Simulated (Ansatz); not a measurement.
Molecule: ethanol, C₂H₆O (charge 0, singlet). 
Structure (B3LYP-D3(BJ)/def2-TZVP (Ansatz, a program for electronic structure) minimum search):
SMILES: CCO
```xyz
9

C      1.1718    -0.4079     0.0081
C      0.0038     0.5538    -0.0092
O     -1.1993    -0.2136     0.0022
H     -1.9515     0.3866    -0.0087
H      0.0464     1.2144     0.8659
H      0.0484     1.1848    -0.9058
H      2.1164     0.1393     0.0001
H      1.1395    -1.0312     0.9029
H      1.1415    -1.0607    -0.8654
```

Property: atomisation energy (electronic, to ground-state atoms), in eV. Valence correlation only, unless marked. Open shells are spin-unrestricted. Spin-orbit coupling is left out. No relativistic terms. The coupled-cluster limit lacks core correlation, which all-electron functionals hold. CBS marks a two-point X^-3 extrapolation of the correlation energy; Hartree-Fock from the larger set. [CCSD(T)-MP2]/basis is that difference in the basis named.

| level | program | atomisation energy (eV) |
|---|---|---|
| BLYP/def2-TZVPD | Ansatz | [?] |
| revPBE-D3(BJ)/def2-TZVPD | Ansatz + dftd3 | [?] |
| CAM-B3LYP/def2-TZVPD | Ansatz | 35.16 |
| PBE-QIDH/def2-TZVPD | Ansatz | 34.69 |
| RI-MP2/CBS(aug-cc-pVTZ,aug-cc-pVQZ)+[CCSD(T)-MP2]/aug-cc-pVTZ | Ansatz | 35.16 |

### Question
Complete the blanks.

### Answer

- BLYP/def2-TZVPD, atomisation energy (eV): 34.75
- revPBE-D3(BJ)/def2-TZVPD, atomisation energy (eV): 34.77
